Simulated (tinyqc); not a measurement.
Inside a calculation. Method: extended Hueckel theory, for BH3. One step of it, computed by the program tinyqc.

Question. Orbitals. Solve H C = S C e through S^(-1/2); fill by pairs from the bottom, a degenerate level sharing its electrons equally; each orbital has its largest coefficient positive (the first on a tie).

H (eV), order 1B 2s, 1B 2px, 1B 2py, 1B 2pz, 2H 1s, 3H 1s, 4H 1s:
```
[[-15.200000, 0.000000, 0.000000, 0.000000, -14.497072, -14.492287, -14.492287],
 [0.000000, -8.500000, 0.000000, 0.000000, -12.247087, 6.120561, 6.120561],
 [0.000000, 0.000000, -8.500000, 0.000000, 0.000000, -10.605455, 10.605455],
 [0.000000, 0.000000, 0.000000, -8.500000, 0.084463, 0.084422, 0.084422],
 [-14.497072, -12.247087, 0.000000, 0.084463, -13.600000, -2.745559, -2.745559],
 [-14.492287, 6.120561, -10.605455, 0.084422, -2.745559, -13.600000, -2.742674],
 [-14.492287, 6.120561, 10.605455, 0.084422, -2.745559, -2.742674, -13.600000]]
```

overlap S, order 1B 2s, 1B 2px, 1B 2py, 1B 2pz, 2H 1s, 3H 1s, 4H 1s:
```
[[1.000000, 0.000000, 0.000000, 0.000000, 0.502597, 0.502431, 0.502431],
 [0.000000, 1.000000, 0.000000, 0.000000, 0.540540, -0.270138, -0.270138],
 [0.000000, 0.000000, 1.000000, 0.000000, 0.000000, 0.468085, -0.468085],
 [0.000000, 0.000000, 0.000000, 1.000000, -0.003728, -0.003726, -0.003726],
 [0.502597, 0.540540, 0.000000, -0.003728, 1.000000, 0.100940, 0.100940],
 [0.502431, -0.270138, 0.468085, -0.003726, 0.100940, 1.000000, 0.100834],
 [0.502431, -0.270138, -0.468085, -0.003726, 0.100940, 0.100834, 1.000000]]
```

valence electrons = 6

Give: orbital energies; occupations; coefficients; sum of one-electron energies.

Answer.

orbital energies (eV): [-21.4345, -15.5567, -15.5557, -8.5002, 18.5001, 18.5032, 35.7124]

occupations: [2.0000, 2.0000, 2.0000, 0.0000, 0.0000, 0.0000, 0.0000]

coefficients, order 1B 2s, 1B 2px, 1B 2py, 1B 2pz, 2H 1s, 3H 1s, 4H 1s:
```
[[0.5126, 0.0000, -0.0001, 0.0064, 0.0000, -0.0019, 1.5627],
 [0.0000, 0.0000, 0.4466, 0.0000, 0.0000, 1.3233, 0.0022],
 [0.0000, 0.4466, 0.0000, 0.0000, 1.3233, 0.0000, 0.0000],
 [-0.0003, 0.0000, 0.0000, 1.0000, 0.0000, 0.0000, -0.0121],
 [0.2862, 0.0000, 0.5473, -0.0014, 0.0000, -1.0699, -0.8194],
 [0.2861, 0.4741, -0.2738, -0.0014, -0.9273, 0.5364, -0.8167],
 [0.2861, -0.4741, -0.2738, -0.0014, 0.9273, 0.5364, -0.8167]]
```

sum of one-electron energies = -105.0938 eV
